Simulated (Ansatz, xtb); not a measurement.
# Relative energy of two isomers of AlH6Si2

We compare X, `[AlH2][SiH][SiH3]`, a doublet, with Y, `[AlH2][SiH2][SiH2]`, a doublet. Both are isolated molecules in the gas phase, relaxed with B3LYP-D3(BJ)/def2-SVP; the shapes shown needn't be the lowest conformers.

X (Å):

```yaml
atoms:
  - { symbol: Al, position_ang: [0.1774, -1.6172, -2.4031] }
  - { symbol: Si, position_ang: [2.2243, -1.2983, -1.2170] }
  - { symbol: Si, position_ang: [2.4246, -0.6910, 1.0311] }
  - { symbol: H, position_ang: [0.2077, -2.0309, -3.9325] }
  - { symbol: H, position_ang: [-1.1775, -1.4020, -1.6098] }
  - { symbol: H, position_ang: [3.5567, -1.4768, -1.8723] }
  - { symbol: H, position_ang: [3.1596, -1.7355, 1.8071] }
  - { symbol: H, position_ang: [1.0596, -0.5308, 1.6125] }
  - { symbol: H, position_ang: [3.1648, 0.5992, 1.1761] }
```

Y (Å):

```xyz
9

Al    0.6318   -2.3530   -1.3823
Si    2.7715   -1.5307   -0.5467
Si    2.0094    0.5506    0.2020
H     0.1876   -1.9917   -2.8615
H    -0.3606   -3.0836   -0.3836
H     3.8299   -1.3034   -1.5755
H     3.3459   -2.2701    0.6167
H     0.9646    0.4335    1.2696
H     1.4476    1.3922   -0.9032
```

Energies in hartree; the thermal terms are from B3LYP-D3(BJ)/def2-SVP harmonic frequencies (ideal gas, rigid rotor, one conformer each, 400 K, 1 atm) and include the zero-point energy:

|  | X | Y |
| --- | --- | --- |
| E, CCSD(T)/def2-SVP | −823.287293 | −823.274934 |
| E, MP2/def2-SVP | −823.219332 | −823.206510 |
| E, MP2/def2-TZVPP | −823.570926 | −823.558204 |
| zero-point energy | 0.046200 | 0.045365 |
| H(400 K) − E | 0.059204 | 0.058488 |
| G(400 K) − E | −0.000644 | −0.001136 |

Task: Correct the CCSD(T) difference for the basis set by the MP2 change, then work out ΔE, ΔE₀, ΔH and ΔG for X → Y in kcal/mol (1 Eh = 627.51 kcal/mol) and the equilibrium ratio [Y]/[X].

Result: 1. Differences Y − X: CCSD(T) +0.012359, MP2 in the small set +0.012822, MP2 in the large set +0.012722 Eh.
2. ΔE = +0.012359 + (+0.012722 − (+0.012822)) = +0.012259 Eh = +7.69 kcal/mol.
3. ΔE₀ = ΔE + ΔZPE = +0.012259 + (−0.000835) Eh = +7.17 kcal/mol.
4. ΔH = ΔE + (−0.000716) Eh = +7.24 kcal/mol.
5. ΔG = ΔE + (−0.000492) Eh = +7.38 kcal/mol, so ΔS = (ΔH − ΔG)/T = −1.5 J/(mol K).
6. kT = 1.2667 mEh, so K = [Y]/[X] = exp(−ΔG/kT) = exp(−9.29) ≈ 9.2 × 10^−5.

Structure X is favoured at this temperature. An error of 1 kcal/mol in ΔG would change K by a factor of 3.5. Mirror images and further conformers aren't counted.

As drawn, both hold the same kinds of bond in the same numbers.

Other levels gave ΔE = +6.7 (B3LYP-D3(BJ)/def2-SVP); +9.2 (HF/def2-SVP); +8.0 (MP2/def2-SVP); +7.8 (CCSD(T)/def2-SVP) kcal/mol. Open shells are spin-unrestricted. The correlated steps freeze 15 core orbitals. Programs: Ansatz 0.2.0.
